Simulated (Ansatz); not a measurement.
H₃Si (charge +1), SMILES [SiH3+]: a ladder of basis sets, run with the Ansatz DFT code, driven from Python.

`h3si.xyz`
```text
4

Si    0.00831   -0.00063   -0.00475
H     0.68079    0.67248    1.10921
H    -0.12064   -1.45991   -0.00836
H    -0.56846    0.78806   -1.09610
```

`basis_h3si.py`:
```python
# -*- coding: utf-8 -*-
"""How the energy of H3Si(+) converges with the basis."""

import ansatz as az


def main():
    mol = az.Crystal.molecule_from_extxyz("h3si.xyz")

    base = mol.calculation().correlation("MP2").charge(1)

    energies = {}
    for basis in ["cc-pVDZ", "cc-pVTZ", "cc-pVQZ"]:
        r = base.basis(gaussian=basis).run(threads=1, backend="cpu").report
        size = r["n_frozen"] + r["n_occupied"][0] + r["n_virtual"][0]
        energies[basis] = (r["reference_energy_ev"] / 27.211386246, r["free_energy_ev"] / 27.211386246)
        print(f"{basis:14s} {size:4d} orbitals  reference {energies[basis][0]:14.6f} Ha  total {energies[basis][1]:14.6f} Ha")

    # two-point extrapolation: the basis-set error of the correlation energy falls as X^-3
    small, large = (energies[b][1] - energies[b][0] for b in ("cc-pVTZ", "cc-pVQZ"))
    limit = (4 ** 3 * large - 3 ** 3 * small) / (4 ** 3 - 3 ** 3)
    print(f"correlation energy: {small:.6f} and {large:.6f} Ha, extrapolated {limit:.6f} Ha")
    print(f"share caught by the larger set: {100 * large / limit:.1f} %")


if __name__ == "__main__":
    main()
```

How far does the total energy move along this ladder of basis sets?

Against cc-pVDZ: cc-pVTZ -34.2 mHa and cc-pVQZ -46.1 mHa. The last step alone is -11.89 mHa.

The output:

```console
$ python basis_h3si.py
cc-pVDZ          33 orbitals  reference    -290.346745 Ha  total    -290.430292 Ha
cc-pVTZ          76 orbitals  reference    -290.361784 Ha  total    -290.464510 Ha
cc-pVQZ         149 orbitals  reference    -290.366606 Ha  total    -290.476395 Ha
correlation energy: -0.102726 and -0.109789 Ha, extrapolated -0.114944 Ha
share caught by the larger set: 95.5 %
```

Caveats:
- The drop along the ladder measures the basis error, and is no property of the molecule.
- The geometry is a force-field or estimated start, not a minimum of this method, and the last set is no limit. Much of the fall in a total is atomic energy, which cancels in bond and reaction energies.
- Inner cores stay frozen, so this is valence correlation.
- For Al to Cl the sets with a tight d function, cc-pV(X+d)Z, are usual.
- An extrapolation from small basis sets is rough.
- The whole script took 4.1 s on 1 thread of Arm Neoverse N1 (shared host), peak memory 0.26 GiB.
